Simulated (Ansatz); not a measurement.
# AlFH4Si: the cost of one run

Computed with Ansatz 0.2.0, driven from Python. Level of theory: PBE/def2-SVP.

**1. The system**

Bond lengths: F1–Si2 1.643 Å, Si2–Al3 2.331 Å, Si2–H4 1.466 Å, Si2–H5 1.480 Å, Al3–H6 1.615 Å, Al3–H7 1.646 Å. Angles: F1–Si2–Al3 108.2°, F1–Si2–H4 111.5°, F1–Si2–H5 111.7°, Al3–Si2–H4 107.4°, Al3–Si2–H5 109.6°, H4–Si2–H5 108.3°, Si2–Al3–H6 118.5°, Si2–Al3–H7 118.2°, H6–Al3–H7 112.0°.

No structure file is read: the coordinates are typed or built in the script.

**2. The script**

Input file relaxed_scan_alfh4si.py:

```python
"""Relaxed scan of one distance in AlFH4Si."""

import ansatz as az
import numpy as np

geometry_ang = [
    ("F", (-2.2066, -0.1141, 0.2218)),
    ("Si", (-0.7884, -0.2559, -0.5954)),
    ("Al", (0.9574, 0.0778, 0.9126)),
    ("H", (-0.6262, -1.5973, -1.1632)),
    ("H", (-0.6889, 0.7301, -1.6952)),
    ("H", (0.9298, 1.3983, 1.842)),
    ("H", (2.4842, -0.307, 0.4317)),
]
system = az.Crystal.molecule()
for symbol, xyz in geometry_ang:
    system = system.atom(symbol, xyz)

setup = system.calculation()
setup = setup.basis(gaussian="def2-SVP")
setup = setup.functional("PBE")
symbols = [site.symbol for site in system.cartesian_sites]
pairs = [(0, 1), (1, 2), (1, 3), (1, 4), (2, 5), (2, 6)]
print("held (A)   E (eV)        ", "  ".join(f"{symbols[i]}{i}-{symbols[j]}{j}" for i, j in pairs))
for length in [1.35, 1.47, 1.58, 1.76, 1.98]:
    data = setup.relax(constraints=[az.DistanceConstraint((1, 3), at=length)], force_tolerance=0.02, max_steps=60).run(threads=1, pin="off").report
    xyz = np.array(data["positions_ang"])
    print(f"{length:6.2f} {data['free_energy_ev']:14.5f}  ", "  ".join(f"{np.linalg.norm(xyz[i] - xyz[j]):.3f}" for i, j in pairs))
```

**3. The input behind the calls**

The engine receives this input (first run):

```yaml
crystal:
  periodic: [false, false, false]
  atoms:
    - { symbol: F, position_ang: [-2.2066, -0.1141, 0.2218] }
    - { symbol: Si, position_ang: [-0.7884, -0.2559, -0.5954] }
    - { symbol: Al, position_ang: [0.9574, 0.0778, 0.9126] }
    - { symbol: H, position_ang: [-0.6262, -1.5973, -1.1632] }
    - { symbol: H, position_ang: [-0.6889, 0.7301, -1.6952] }
    - { symbol: H, position_ang: [0.9298, 1.3983, 1.842] }
    - { symbol: H, position_ang: [2.4842, -0.307, 0.4317] }
basis:
  gaussian:
    orbitals: def2-SVP
hamiltonian:
  xc: pbe
relax:
  f_tol: 0.02
  max_steps: 60
  constraints:
    - { distance: [1, 3], at: 1.35 }
```

**4. Running it**

Started as:

```bash
python relaxed_scan_alfh4si.py
```

**Question.** How long does this script take on 1 thread of Arm Neoverse V1, shared host, and how much memory does it need?

About 1.9 min, with a peak of 0.21 GiB.
